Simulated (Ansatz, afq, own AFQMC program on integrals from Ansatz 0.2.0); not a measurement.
## CH$_{5}$, doublet in cc-pVTZ, levels against CCSDT(Q)

```xyz
6

C    -0.1320    0.0000    0.0000
H    -0.4952    1.0273    0.0000
H    -0.4952   -0.5137    0.8897
H    -0.4952   -0.5137   -0.8897
H     1.0770    0.0000    0.0000
H     1.9820    0.0000    0.0000
```

Basis cc-pVTZ. Only valence electrons are correlated. AFQMC by an in-house program on the Cholesky factors that Ansatz 0.2.0 writes for its CCSD(T) run. The CISD trial takes its coefficients from CCSD amplitudes. Released means that phaseless walkers are propagated on without the constraint, phases kept. Uncertainties: one standard error, sampling alone.

Determinant: UHF, the one that the program's search chose, which needn't be the lowest solution. The geometry is a point of a scan.

No full CI on the walks' own integrals is used here; CCSDT(Q) serves as the reference and is uncertain by about the last step of the cluster series.

Cautions: the ph-AFQMC/CISD walk drifts between its halves (2.1 errors).

```
T1 diagnostic                               : 0.0120
weight of the determinant in the CISD state : 0.916
⟨S²⟩ of the determinant                     : 0.774
size of the correlated space                : 9 electrons in 99 orbitals
```

```csv
level,correlation energy (eV)
MP2,-5.6573
CCSD,-6.3251
CCSD(T),-6.5157
```

Task: Estimate where phaseless AFQMC with the Hartree–Fock trial lies against CCSD(T) on the same integrals.

Result: 61.0 ± 24.2 meV below CCSD(T).

Reference: CCSDT(Q), correlation energy -6.536 eV. The released energy is read at 2.40 1/Eh (meV from the phaseless value at times in 1/Eh: -2 ± 3 at 0.24, 2 ± 4 at 0.51, -1 ± 4 at 0.99, -8 ± 5 at 1.62, -8 ± 6 at 2.40).

```tsv
level	E − E(reference) (meV)	share of correlation (%)
CCSD(T)	19.9	99.70
CCSDT	5.3	99.92
ph-AFQMC/HF	-41.2 ± 24.2	100.63
ph-AFQMC/CISD	1.9 ± 4.3	99.97
released AFQMC	-6.2 ± 6.1	100.10
```

A walk keeps the symmetry of its determinant, which the program's search chose and which needn't be the lowest solution, so a lower state of the same spin and another symmetry isn't excluded. Released energies are given only where the last usable release times agree within the noise; a slower fall can still hide under it.
